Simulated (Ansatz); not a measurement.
Fluoromethane (`CF`) at its PBE0-D4/def2-TZVP geometry, where that method's forces vanish. Total charge 0; spin multiplicity 1.

```tsv
atom	x (Å)	y (Å)	z (Å)
C1	0.057	-0.021	-0.001
F2	-1.235	0.453	0.017
H3	0.304	-0.424	0.984
H4	0.735	0.800	-0.246
H5	0.139	-0.808	-0.754
```

(1) For each bond, give half the difference of the two atoms' forces along it (eV/Å; positive pushes the atoms apart) under PBE-D4, r2SCAN-D4, B3LYP-D4, ωB97M-V in def2-TZVPP. (Estimate.)

Results:

(1) Ansatz gave: 
| bond | length (Å) | PBE-D4 | r2SCAN-D4 | B3LYP-D4 | ωB97M-V |
| --- | --- | --- | --- | --- | --- |
| C1–F2 | 1.376 | 0.49 | 0.33 | 0.42 | 0.31 |
| C1–H3 | 1.092 | 0.08 | -0.06 | -0.10 | -0.11 |
| C1–H4 | 1.092 | 0.08 | -0.06 | -0.10 | -0.11 |
| C1–H5 | 1.092 | 0.08 | -0.06 | -0.10 | -0.11 |

B3LYP here is the variant with VWN-RPA as its local correlation; programs differ in this.
